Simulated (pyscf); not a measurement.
Thermochemistry of product channels of `[CH2]=[C]=[CH2]` + `[Cl][Cl]` on the singlet surface, in kcal/mol, from CCSD(T)/def2-TZVPP + ΔMP2(QZVPP) energies (ideal gas, 1 atm, RRHO with modes under 100 cm⁻¹ raised to 100, one conformer, R ln 2 for rigid chiral ones). Optimised with ωB97X-D3(BJ)/def2-SVP in PySCF. Correlated levels are frozen-core, on RHF or UHF. ΔMP2 is the change of the MP2 total energy from the triple- to the quadruple-zeta basis.

| products | ΔE | ΔH(298 K) | ΔG(600 K) | ΔG(900 K) |
|---|---|---|---|---|
| `[CH]#[C][CH2][Cl]` + `[ClH]` | ? | -24.8 | -26.3 | -27.3 |
| `[CH2]=[C]=[CH][Cl]` + `[ClH]` | -25.1 | -26.2 | -27.6 | -28.5 |
| `[CH2]=[C]([Cl])[CH2][Cl]` | -56.8 | -53.8 | -33.2 | ? |
| `[Cl][CH2][C][CH2][Cl]` [singlet] | ? | +17.3 | +36.8 | +46.2 |

Question: Fill in the missing entries.

Answer: 
- `[CH]#[C][CH2][Cl]` + `[ClH]`, ΔE: -24.1
- `[CH2]=[C]([Cl])[CH2][Cl]`, ΔG(900 K): -23.0
- `[Cl][CH2][C][CH2][Cl]` [singlet], ΔE: +16.5

These are energies of the channels, which say nothing of barriers. Cl–CH₂–C:–CH₂–Cl [singlet] lies 71.5 kcal/mol over its isomer H₃C–C(Cl)=CH–Cl, and others may lie lower still (electronic energy, ωB97M-D3(BJ)). The CCSD(T) − MP2 part came from Ansatz, without density fitting, on the same reference.
